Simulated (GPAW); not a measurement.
**P3H3 (cyclo-(PH)3): PBE-D4/plane waves (scalar-relativistic datasets, plane-wave cutoff 400 eV)**

Aim: a structure relaxation of P3H3 (cyclo-(PH)3). The job is set up through an ASE script.

The calculation is run with GPAW 26.7.0.

2 further runs of the same task are left out: 2 set aside as unsound or not needed.

### Step 1. The molecule

The species is P3H3 (6 atoms), meant as a singlet with charge 0. All atoms were displaced at random from a relaxed shape. The run starts from this shape.

Bond lengths: P1–P2 2.208 Å, P1–P3 2.137 Å, P2–P3 2.233 Å, P1–H4 1.381 Å, P2–H5 1.372 Å, P3–H6 1.490 Å. Angles: P1–P2–P3 57.5°, P2–P1–P3 61.8°, P1–P3–P2 60.6°, P1–P2–H5 96.3°, P3–P2–H5 90.9°, P2–P1–H4 96.9°, P3–P1–H4 92.8°, P1–P3–H6 94.1°, P2–P3–H6 91.5°.

### Step 2. A geometry optimisation at PBE-D4/plane waves (scalar-relativistic datasets, plane-wave cutoff 400 eV)

File calc.py:

```python
from ase import Atoms
from ase.calculators.mixing import SumCalculator
from ase.io import write
from ase.optimize import GPMin
from dftd4.ase import DFTD4
from gpaw import GPAW, PW

# Set up the molecule
atoms = Atoms(["P", "P", "P", "H", "H", "H"],
    positions=[[  1.075421,  -0.481399,   0.546361],
               [ -0.102956,   1.309228,   0.017675],
               [ -0.443774,  -0.677376,  -0.943775],
               [  0.243293,  -0.935865,   1.550032],
               [ -1.128785,   1.081369,   0.899874],
               [  0.468442,  -0.332909,  -2.070748]])
atoms.set_cell([14.0, 14.0, 14.0])
atoms.center()

# Calculator
dft = GPAW(mode={"name": "pw", "ecut": 400},
           xc="PBE",
           maxiter=100,
           symmetry="off",
           txt="-")
atoms.calc = SumCalculator([DFTD4(method="PBE"), dft])

opt = GPMin(atoms, trajectory="run.traj")
converged = opt.run(fmax=0.03, steps=40)
print("Converged:", converged)
print(f"Final energy = {atoms.get_potential_energy():.5f} eV")
print(f"r(P2-P0)                {atoms.get_distance(2, 0):.4f} Ang")
print(f"r(P1-P0)                {atoms.get_distance(1, 0):.4f} Ang")
write("relaxed.xyz", atoms)
```

On the command line:

```
$ python calc.py
```

Log:

```text
[...]
  mode=PW(ecut=400),
[...]
Number of symmetries: 1
[...]
  Number of IBZ points: 1
[...]
Cutoff: 400.0 eV
Spin-components: 1 (collinear spins)
Bands:           15
[...]
  Valence electrons: 18.0
[...]
  Grid points: [70 70 70]
  Charge: 0.0  # |e|
[...]
    cutoffs:
[...]
occupation numbers:
  # Zero width
[...]
xc functional:
  name: PBE with 2 nearest neighbor stencil
[...]
|iter     |     time |      energy | eigst |  dens |
[...]
|iter:   1| 00:00:02 |  -26.417600 | +0.44 |       |
[...]
Converged in 11 steps
[...]
dipole moment: (-0.085534, -0.041114, 0.085784)  # |e|*Ang
Fermi level: -3.811
[...]
Converged in 11 steps
[...]
Converged in 9 steps
[...]
Converged in 8 steps
[...]
Converged in 7 steps
[...]
|iter:   7| 00:02:11 |  -25.715903c| -8.01c| -4.41c|
Converged in 7 steps
[...]
Energy contributions relative to reference atoms: (reference = -27946.211463)
Energy contributions:
  Kinetic:          26.722202
  Coulomb:         -30.065000
  Zero:             -0.081937
  External:          0.000000
  Xc:              -22.291168
  Entropy:           0.000000
  Spinorbit:         0.000000
  ----------------------------
  Free energy:     -25.715903
  Extrapolated:    -25.715903
dipole moment: (-0.071800, -0.030245, 0.059108)  # |e|*Ang
Fermi level: -3.877
Eigenvalues  # (at kpt = [0.000, 0.000, 0.000])
| band index |      eig [eV] | occ [0-2] |
|------------|---------------|-----------|
|          0 |       -18.134 |     2.000 |
|          1 |       -13.783 |     2.000 |
|          2 |       -13.755 |     2.000 |
|          3 |        -9.829 |     2.000 |
|          4 |        -8.916 |     2.000 |
|          5 |        -7.704 |     2.000 |
|          6 |        -6.727 |     2.000 |
|          7 |        -6.487 |     2.000 |
|          8 |        -6.245 |     2.000 |
|          9 |        -1.508 |     0.000 |
|         10 |        -1.301 |     0.000 |
|         11 |        -1.188 |     0.000 |
[...]
Gap: 4.736 eV
Transition (v -> c):
[...]
Forces  # eV/Ang
|        x |        y |        z |
|----------|----------|----------|
|  0.00833 | -0.01064 | -0.00241 |  # P    0
| -0.00712 |  0.01886 |  0.00172 |  # P    1
| -0.00128 | -0.00309 | -0.00229 |  # P    2
|  0.00269 | -0.00603 |  0.00505 |  # H    3
| -0.00513 |  0.00467 | -0.00141 |  # H    4
|  0.00278 | -0.00314 | -0.00049 |  # H    5
Force computation time: 0.708  # s
GPMin:    4 hh:mm:ss      -25.906073        0.012090
Converged: True
Final energy = -25.90607 eV
r(P2-P0)                2.2282 Ang
r(P1-P0)                2.2477 Ang
```

Run time: 2.2 min. Hardware: 1 thread of Arm Neoverse V2, shared host; peak memory 0.72 GiB.

Steps, from the record of the run:

```
step  energy from the first frame kept (eV)  largest force (eV/Å)
   0                                 0.0000                1.7961
   1                                -0.1488                0.5111
   2                                -0.1570                0.3339
   3                                -0.1634                0.0993
   4                                -0.1640                0.0121
```

After the run. Bond lengths: P1–P2 2.248 Å, P1–P3 2.228 Å, P2–P3 2.227 Å, P1–H4 1.436 Å, P2–H5 1.436 Å, P3–H6 1.437 Å. Angles: P1–P2–P3 59.7°, P2–P1–P3 59.7°, P1–P3–P2 60.6°, P1–P2–H5 96.3°, P3–P2–H5 92.6°, P2–P1–H4 96.3°, P3–P1–H4 92.5°, P1–P3–H6 92.6°, P2–P3–H6 92.5°.

### Step 3. Outcome

Level: PBE-D4/plane waves (scalar-relativistic datasets, plane-wave cutoff 400 eV).

```
                                              quantity          value
energy as printed (from the program's reference atoms)    -25.9061 eV
                                         dipole moment         0.47 D
                   HOMO energy (from the vacuum level)       -6.48 eV
                   LUMO energy (from the vacuum level)       -1.75 eV
                                         HOMO–LUMO gap        4.74 eV
                                     dispersion energy  -18.35 kJ/mol
```

At the final geometry: Bond lengths: P1–P2 2.248 Å, P1–P3 2.228 Å, P2–P3 2.227 Å, P1–H4 1.436 Å, P2–H5 1.436 Å, P3–H6 1.437 Å. Angles: P1–P2–P3 59.7°, P2–P1–P3 59.7°, P1–P3–P2 60.6°, P1–P2–H5 96.3°, P3–P2–H5 92.6°, P2–P1–H4 96.3°, P3–P1–H4 92.5°, P1–P3–H6 92.6°, P2–P3–H6 92.5°. The optimisation took 4 steps and changed the energy by -0.164 eV.
